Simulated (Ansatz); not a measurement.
**CH2LiS radical (SMILES [Li][CH]S): single points off equilibrium**

A test off equilibrium: a structure displaced at random from a GFN2-xTB minimum is computed at several levels, and each is set against CCSD(T).

The runs use Ansatz 0.2.0, Gaussian basis; single points in def2-TZVPP.

Cores are frozen in the correlated methods. The outer core shell of Li, Na, Mg and K is correlated. Orbitals are unrestricted. B3LYP uses VWN-RPA correlation.

## 1. The starting structure

SMILES `[Li][CH]S`, 5 atoms, charge 0, spin multiplicity 2.

Atoms are counted from 1 here; the program's logs count them from 0.

Bond lengths: Li1–C2 1.862 Å, C2–S3 1.760 Å, C2–H4 1.115 Å, S3–H5 1.342 Å. Angles: Li1–C2–S3 109.0°, Li1–C2–H4 143.6°, S3–C2–H4 106.7°, C2–S3–H5 102.8°.

Coordinates:

```xyz
5

Li   -1.7390   -1.3400   -0.3736
C    -0.3332   -0.3481    0.3376
S     0.3435    0.6746   -0.9248
H     0.3310   -0.2420    1.2265
H     1.3894    1.2510   -0.3122
```

## 2. CCSD(T)/def2-TZVPP

The input, run/in.yaml:

```yaml
crystal:
  periodic: [false, false, false]
  atoms:
    - {symbol: Li, position_ang: [-1.739000, -1.340000, -0.373600]}
    - {symbol: C, position_ang: [-0.333200, -0.348100, 0.337600]}
    - {symbol: S, position_ang: [0.343500, 0.674600, -0.924800]}
    - {symbol: H, position_ang: [0.331000, -0.242000, 1.226500]}
    - {symbol: H, position_ang: [1.389400, 1.251000, -0.312200]}
basis:
  gaussian: {orbitals: def2-TZVPP}
magnetization: {spin_polarized: true, initial_magnetization: 1}
correlation: {method: ccsd_t}
scf: {omitted_lower_state_checks: [cluster_reference]}
output: {forces: true}
```

The command line of these runs was not kept.

## 3. PBE0-D4/def2-TZVPP

Edit run/in.yaml of step 2 so:

```diff
@@ -11,4 +11,3 @@
 magnetization: {spin_polarized: true, initial_magnetization: 1}
-correlation: {method: ccsd_t}
-scf: {omitted_lower_state_checks: [cluster_reference]}
-output: {forces: true}
+hamiltonian: {xc: pbe0, dispersion: d4}
+output: {forces: true, orbitals: {seedname: orbitals}}
```

## 4. wB97M-V/def2-TZVPP

Edit run/in.yaml of step 3 so:

```diff
@@ -11,3 +11,3 @@
 magnetization: {spin_polarized: true, initial_magnetization: 1}
-hamiltonian: {xc: pbe0, dispersion: d4}
-output: {forces: true, orbitals: {seedname: orbitals}}
+hamiltonian: {xc: {name: wB97M-V}}
+output: {forces: true}
```

## 5. r2SCAN-D4/def2-TZVPP

Edit run/in.yaml of step 4 so:

```diff
@@ -11,3 +11,3 @@
 magnetization: {spin_polarized: true, initial_magnetization: 1}
-hamiltonian: {xc: {name: wB97M-V}}
+hamiltonian: {xc: r2scan, dispersion: d4}
 output: {forces: true}
```

## 6. PBE-D4/def2-TZVPP

Edit run/in.yaml of step 5 so:

```diff
@@ -11,3 +11,3 @@
 magnetization: {spin_polarized: true, initial_magnetization: 1}
-hamiltonian: {xc: r2scan, dispersion: d4}
+hamiltonian: {xc: pbe, dispersion: d4}
 output: {forces: true}
```

## 7. B3LYP-D4/def2-TZVPP

Edit run/in.yaml of step 6 so:

```diff
@@ -11,3 +11,3 @@
 magnetization: {spin_polarized: true, initial_magnetization: 1}
-hamiltonian: {xc: pbe, dispersion: d4}
+hamiltonian: {xc: {name: B3LYP}, dispersion: d4}
 output: {forces: true}
```

## 8. BLYP-D4/def2-TZVPP

Edit run/in.yaml of step 7 so:

```diff
@@ -11,3 +11,3 @@
 magnetization: {spin_polarized: true, initial_magnetization: 1}
-hamiltonian: {xc: {name: B3LYP}, dispersion: d4}
+hamiltonian: {xc: {name: BLYP}, dispersion: d4}
 output: {forces: true}
```

(Steps that only read results are left out.)

What does the calculation give? Wanted: energy less free atoms, CCSD(T)/def2-TZVPP; RMS force component; RMS force error; HOMO and LUMO, PBE0-D4; T1 diagnostic.

**Answer**, as computed:

| quantity | value |
| --- | --- |
| energy less free atoms, CCSD(T)/def2-TZVPP | -1302.2 kJ/mol |
| RMS force component | 0.322 to 0.405 eV/Å over the methods |
| RMS force error | PBE0-D4 0.150, wB97M-V 0.108, r2SCAN-D4 0.102, PBE-D4 0.219, B3LYP-D4 0.088, BLYP-D4 0.177 eV/Å |
| HOMO and LUMO, PBE0-D4 | -3.80 and -1.11 eV |
| T1 diagnostic | 0.019 |

What this shows: Against CCSD(T) the functionals' energies less atoms differ by -94.7 to -54.0 kJ/mol, PBE-D4 by -94.7 kJ/mol. CCSD(T) in triple zeta still lacks some correlation energy of the bonds, so part of these gaps is its own basis error and they don't rank the functionals. On forces the order runs from B3LYP-D4 to PBE-D4. Frozen-core CCSD(T) forces in triple zeta carry basis errors of their own, and this is one geometry, so small gaps rank nothing.
